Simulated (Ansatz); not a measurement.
# ClH: relaxing the atoms

The task, for ClH: 2 runs in a chain (relaxing the atoms).

Method: DFT PBE, Gaussian basis def2-tzvp, and further levels as typed in the inputs, in Ansatz 0.2.0.

### 1 The structure to begin with

Bond lengths: H1–Cl2 1.280 Å.

Structure file:

```xyz
2

H     0.0000    0.0000    0.0000
Cl    0.0000    0.0000    1.2800
```

### 2 Relaxing the atoms: ClH

File input.yaml:

```yaml
relax:
  f_tol: 0.001
  max_steps: 200
crystal:
  periodic: [false, false, false]
  atoms:
    - { symbol: H, position_ang: [0.0, 0.0, 0.0] }
    - { symbol: Cl, position_ang: [0.0, 0.0, 1.28] }
basis:
  gaussian: { orbitals: def2-tzvp }
hamiltonian:
  xc: pbe
```

The run is started by

```bash
$ ansatz run input.yaml --threads 4 --pin off --max-ram 6144MiB --backend cpu --events-out ev --progress --plain --runs-dir out
```

Log (excerpt; [...] marks lines left out):

```text
Warning: RAYON_NUM_THREADS=4 ignored (pool sized by the plan → 4); use --threads N
[...]
Functional definition: PBE
[...]
300 factors; their error is unknown
[...]
mean field -12534.27957941 eV, -460.6262785034 hartree, gradient 1.0e-5 eV, S^2 0.000000; 0 other end points of the search recorded, 0 dependent functions left out
[...]
reference -12534.27959997 eV, -460.6262792590 hartree; 9, 9 occupied and 34, 34 virtual orbitals, 300 factors
relax step   1: F+E_penalty+E_count = -12534.27957941 eV  Δ(F+E_penalty+E_count) = +0.000e0 eV  max|allowed force component| = 2.903e-1 eV/Å  Δτ_max = 0.0000 Å  (21 SCF iters, accepted)
[...]
relax step   3: F+E_penalty+E_count = -12534.28092678 eV  Δ(F+E_penalty+E_count) = -2.467e-4 eV  max|allowed force component| = 1.908e-3 eV/Å  Δτ_max = 0.0020 Å  (26 SCF iters, accepted)
[...]
relax step   4: F+E_penalty+E_count = -12534.28092684 eV  Δ(F+E_penalty+E_count) = -6.040e-8 eV  max|allowed force component| = 8.540e-6 eV/Å  Δτ_max = 0.0000 Å  (15 SCF iters, accepted)
300 factors; their error is unknown
mean field -12534.28092684 eV, -460.6263280208 hartree, gradient 7.1e-6 eV, S^2 0.000000; 1 other end points of the search recorded, 0 dependent functions left out
[...]
reference -12534.28094747 eV, -460.6263287789 hartree; 9, 9 occupied and 34, 34 virtual orbitals, 300 factors
Total energy: -12534.28094747 eV, -460.6263287789 hartree
Atom 0 at    -0.000000     0.000000    -0.004682 Å, force    -0.000000     0.000000    -0.000009 eV/Å
Atom 1 at     0.000000    -0.000000     1.284682 Å, force     0.000000     0.000000     0.000009 eV/Å
Dipole moment:     0.000000     0.000000    -0.257661 e Å
```

Run time: 1.1 s. Hardware: 4 threads of AMD EPYC 7R13 (Zen 3), shared host; peak memory 0.095 GiB.

The steps of the relaxation:

```
step  energy from step 1 (eV)  largest force component (eV/Å)
   1                   0.0000                          0.2903
   2                  -0.0011                          0.1230
   3                  -0.0013                          0.0019
   4                  -0.0013                          0.0000
```

Step 1 is the start.

Before: Bond lengths: H1–Cl2 1.280 Å.

After: Bond lengths: H1–Cl2 1.289 Å.

### 3 Relaxing the atoms: PBE0, Gaussian basis def2-tzvp

It takes the final geometry of step 2.

File input.yaml:

```yaml
relax:
  f_tol: 0.001
  max_steps: 200
crystal:
  periodic: [false, false, false]
  atoms:
    - { symbol: H, position_ang: [0.0, 0.0, -0.00468236] }
    - { symbol: Cl, position_ang: [0.0, 0.0, 1.28468236] }
basis:
  gaussian: { orbitals: def2-tzvp }
hamiltonian:
  xc: pbe0
```

The run is started by

```bash
$ ansatz run input.yaml --threads 4 --pin off --max-ram 6144MiB --backend cpu --events-out ev --progress --plain --runs-dir out
```

Log (excerpt; [...] marks lines left out):

```text
Warning: RAYON_NUM_THREADS=4 ignored (pool sized by the plan → 4); use --threads N
[...]
Functional definition: PBE0
[...]
312 factors; their error is unknown
[...]
mean field -12535.31470075 eV, -460.6643185111 hartree, gradient 4.2e-5 eV, S^2 0.000000; 0 other end points of the search recorded, 0 dependent functions left out
[...]
reference -12535.31471615 eV, -460.6643190770 hartree; 9, 9 occupied and 34, 34 virtual orbitals, 312 factors
relax step   1: F+E_penalty+E_count = -12535.31470075 eV  Δ(F+E_penalty+E_count) = +0.000e0 eV  max|allowed force component| = 3.310e-1 eV/Å  Δτ_max = 0.0000 Å  (21 SCF iters, accepted)
[...]
relax step   4: F+E_penalty+E_count = -12535.31645758 eV  Δ(F+E_penalty+E_count) = +7.476e-7 eV  max|allowed force component| = 7.341e-3 eV/Å  Δτ_max = 0.0001 Å  (16 SCF iters, rejected (line search))
[...]
relax step   5: F+E_penalty+E_count = -12535.31645842 eV  Δ(F+E_penalty+E_count) = -8.537e-8 eV  max|allowed force component| = 3.093e-7 eV/Å  Δτ_max = 0.0000 Å  (15 SCF iters, accepted)
312 factors; their error is unknown
mean field -12535.31645842 eV, -460.6643831041 hartree, gradient 8.8e-6 eV, S^2 0.000000; 1 other end points of the search recorded, 0 dependent functions left out
[...]
reference -12535.31647376 eV, -460.6643836680 hartree; 9, 9 occupied and 34, 34 virtual orbitals, 312 factors
Total energy: -12535.31647376 eV, -460.6643836680 hartree
Atom 0 at    -0.000000    -0.000000     0.000578 Å, force     0.000000     0.000000    -0.000000 eV/Å
Atom 1 at     0.000000     0.000000     1.279422 Å, force    -0.000000    -0.000000     0.000000 eV/Å
Dipole moment:     0.000000    -0.000000    -0.262609 e Å
```

Wall time 1.2 s (4 threads of AMD EPYC 7R13 (Zen 3), shared host); peak memory 0.1 GiB.

Step by step:

| step | E - E(step 1) (eV) | largest force component (eV/Å) |
| --- | --- | --- |
| 1 | 0.0000 | 0.3310 |
| 2 | -0.0015 | 0.1352 |
| 3 | -0.0018 | 0.0024 |
| 4 | -0.0018 | 0.0073 |
| 5 | -0.0018 | 0.0000 |

Step 1 is the start. Step 4 was tried and not accepted.

Before: Bond lengths: H1–Cl2 1.289 Å.

After: Bond lengths: H1–Cl2 1.279 Å.

### 4 Summary of results

```
step                           level  energy (eV)  charge  2S+1 typed  ⟨S²⟩  dipole (D)  bond (Å)   time
   2   PBE, Gaussian basis def2-tzvp   -12534.281       0           1  0.00        1.24     1.289  1.1 s
   3  PBE0, Gaussian basis def2-tzvp   -12535.316       0           1  0.00        1.26     1.279  1.2 s
```

Totals of different systems or levels have different zeros; only balanced differences at one level mean anything.

The rows set the runs side by side; convergence of the settings was not tested in this session.
